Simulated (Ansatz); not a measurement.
Relaxing SrBr3

Theory: DFT PBE, scalar-relativistic, plane waves, PAW (Ansatz 0.2.0). Cutoff 420 eV, Γ-centred k mesh, Gaussian smearing, no spin polarisation in the final step.

This is the end of a relaxation of cell and atoms.

```xyz
4
Lattice="4.9097 0.0000 0.0000 0.0000 4.9097 0.0000 0.0000 0.0000 4.9097" Properties=species:S:1:pos:R:3 pbc="T T T"
Sr    0.0000    0.0000    0.0000
Br    0.0000    2.4548    2.4548
Br    2.4548    0.0000    2.4548
Br    2.4548    2.4548    0.0000
```

Formation energies are uncorrected and refer to the elements' standard structures at the same level.

Q: What space group does it have?

A: Pm-3m (No. 221). Conventional cell: a = 4.910 Å. Sr has 12 Br at 3.47 Å; around Br lie 4 Sr at 3.47 Å and 8 Br at 3.47 Å.

Q: What is its formation energy per atom?

A: -1.24 eV/atom.

Q: Is it a metal?

A: Yes, bands cross the Fermi level on the 10×10×10 mesh.

The final run used a 10×10×10 mesh on its 4-atom cell and 0.10 eV smearing. For metals, differences of a few meV/atom aren't resolved. The cell came from a trial start, so SrBr3 may not exist in this structure.

Cost: 2 runs of about 0.55 core-minutes in all, on Arm Neoverse V1 (shared hosts).